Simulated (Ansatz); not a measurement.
**C₂H₂F₃O radical: geometry and frequencies at several levels**

Wanted for C₂H₂F₃O radical: geometry and frequencies at several levels. Spin multiplicity 2.

Computed with Ansatz 0.2.0 (the levels named in each step, unless a step's input says otherwise).

**1. The system as given**

Bond lengths: O1–C2 1.300 Å, C2–C3 1.568 Å, C3–F4 1.342 Å, C3–F5 1.329 Å, C3–F6 1.329 Å, C2–H7 1.117 Å, C2–H8 1.117 Å. Angles: O1–C2–C3 114.3°, O1–C2–H7 112.6°, O1–C2–H8 112.5°, C3–C2–H7 105.7°, C3–C2–H8 105.7°, H7–C2–H8 105.3°, C2–C3–F4 109.8°, C2–C3–F5 111.9°, C2–C3–F6 111.9°, F4–C3–F5 107.4°, F4–C3–F6 107.4°, F5–C3–F6 108.3°.

Structure file:

```xyz
8

O    -1.8443    0.0345   -0.9578
C    -1.2708    0.0096    0.2090
C     0.2959   -0.0056    0.1575
F     0.7913   -0.0333    1.4044
F     0.7605   -1.0766   -0.4780
F     0.7826    1.0773   -0.4390
H    -1.5442    0.8885    0.8413
H    -1.5625   -0.8865    0.8092
```

**2. A rough first relaxation, PBE-D4/def2-SVP**

Contents of input.yaml:

```yaml
crystal:
  periodic: [false, false, false]
  atoms:
    - { symbol: O, position_ang: [-1.84433, 0.03451, -0.9578] }
    - { symbol: C, position_ang: [-1.27079, 0.00959, 0.20898] }
    - { symbol: C, position_ang: [0.29586, -0.00557, 0.15749] }
    - { symbol: F, position_ang: [0.79132, -0.03327, 1.40436] }
    - { symbol: F, position_ang: [0.76046, -1.07658, -0.478] }
    - { symbol: F, position_ang: [0.78257, 1.07734, -0.43901] }
    - { symbol: H, position_ang: [-1.54424, 0.88854, 0.84134] }
    - { symbol: H, position_ang: [-1.56246, -0.88652, 0.80921] }
magnetization:
  spin_polarized: true
  initial_magnetization: 1
basis:
  gaussian: { orbitals: def2-SVP }
hamiltonian:
  xc: pbe
  dispersion: d4
relax:
  f_tol: 0.03
  max_steps: 200
```

Launch:

```sh
> ansatz run input.yaml --threads 4 --pin off --max-ram 10240MiB --backend cpu --events-out ev --progress --plain --runs-dir out
```

The runs that follow: Relaxation, r2SCAN-D4/def2-TZVPP; Frequencies, r2SCAN-D4/def2-TZVPP; Relaxation, B3LYP-D4/def2-TZVPP; Frequencies, B3LYP-D4/def2-TZVPP.

Q: Predict the outcome of this session. Wanted: O1–C2 at B3LYP-D4/def2-TZVPP; C2–C3 at B3LYP-D4/def2-TZVPP; C3–F4 at B3LYP-D4/def2-TZVPP; frequencies at B3LYP-D4/def2-TZVPP.

The runs gave:

| quantity | value |
| --- | --- |
| O1–C2 at B3LYP-D4/def2-TZVPP | 1.353 Å |
| C2–C3 at B3LYP-D4/def2-TZVPP | 1.528 Å |
| C3–F4 at B3LYP-D4/def2-TZVPP | 1.350 Å |
| frequencies at B3LYP-D4/def2-TZVPP | 103 to 2963 cm⁻¹ |

The O–C distance spreads over 0.003 Å, from r2SCAN-D4/def2-TZVPP (shortest) to B3LYP-D4/def2-TZVPP. No mode is imaginary, so the geometry is a minimum.
